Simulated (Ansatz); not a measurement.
Species: HO, SMILES `[OH]` (charge 0, multiplicity 2), formula HO.

How many basis functions does frozen-core CCSD(T)/cc-pVTZ // B3LYP-D3(BJ)/def2-TZVP (Ansatz, a program for electronic structure) use, how many core orbitals are frozen, and how many electrons are correlated?

44 basis functions and 1 frozen orbitals, which leaves 7 correlated electrons. Core time is of the order of seconds.
